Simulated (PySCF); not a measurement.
Deprotonation sites of ethanethiol

Molecule: ethanethiol, `CCS` (C2H6S). Coordinates in Å; atoms count from 1 in this order:
```
C    -0.8089    0.5207    0.1067
C     0.1200   -0.6584   -0.1039
S     1.7417   -0.4939    0.7095
H    -1.7854    0.3330   -0.3688
H    -0.3947    1.4405   -0.3349
H    -0.9763    0.7087    1.1775
H    -0.3031   -1.5758    0.3336
H     0.2767   -0.8627   -1.1740
H     2.1559    0.5961    0.0274
```

Level of theory: ωB97X-D3(BJ)/ma-def2-TZVP single points in PySCF, grid level 2; every species was optimised with PBE0-D3(BJ)/ma-def2-SVP. Thermal corrections: PBE0-D3(BJ)/ma-def2-SVP frequencies, unscaled, ideal gas at 298.15 K and 1 bar, quasi-RRHO entropy.

```
                 site  product  ΔH(acid) / kcal/mol  ΔG(acid) / kcal/mol  gas share  above best in cyclohexane / kcal/mol
    S3 (thiol sulfur)   CC[S-]                358.9                351.8   > 99.9 %                                  0.00
C2 (methylene carbon)  C[CH-]S                398.3                390.9    < 0.1 %                                 41.94
```

ΔH and ΔG refer to AH → A⁻ + H⁺ in the gas phase. Shares are Boltzmann weights among the listed products; an error of 10 kJ/mol changes a ratio about 56-fold. Sites whose products fell apart, merged with another or lost in a GFN2-xTB screen aren't listed. Values in solvent are IEF-PCM free energies relative to the most favourable product.

Of the listed sites S3 (thiol sulfur) is favoured in the gas phase, 39.1 kcal/mol ahead of C2 in free energy.

In cyclohexane the product from S3 is solvated 30.4 kcal/mol more strongly than the parent (electrostatics only).

Vertical detachment energies of the anions: `C[CH-]S` 1.09 eV.

Measured values (NIST Chemistry WebBook, evaluated or the median of agreeing entries): deprotonation enthalpy (ΔH) 1487 kJ/mol (computed 1502, difference 14); gas-phase acidity (ΔG) 1460 kJ/mol (computed 1472, difference 12). These are compared with the most favourable site that keeps the skeleton.

Known limits: C1 is not listed: the run failed or kept an imaginary mode, or the ion rearranged or equalled another.

Differences come from unrounded values, so a last digit can differ from that of the printed terms.
